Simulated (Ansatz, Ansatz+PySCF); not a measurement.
```yaml
atoms:
  - { symbol: N, position_ang: [0.0436, -0.0227, -1.2037] }
  - { symbol: N, position_ang: [-0.0394, 0.0049, -0.0379] }
  - { symbol: O, position_ang: [-0.0400, 0.0017, 1.0748] }
```

RHF-MP2 on singlet N₂O was run in several spherical basis sets with Ansatz (development build ahead of 0.2.0). Frozen core: 3 orbitals.

Question: Rank the basis sets by the total energy that they give, lowest first, with the distance from the lowest.
A. 6-31G
B. 6-31G(d)
C. aug-cc-pVDZ
D. cc-pVTZ
E. def2-SVP
F. def2-TZVP

Answer: F (0.00 eV), D (0.15 eV), C (3.88 eV), B (5.65 eV), E (9.29 eV), A (12.34 eV).

Totals follow the description of the cores as much as that of the bonds, so this order isn't one of quality for chemistry.
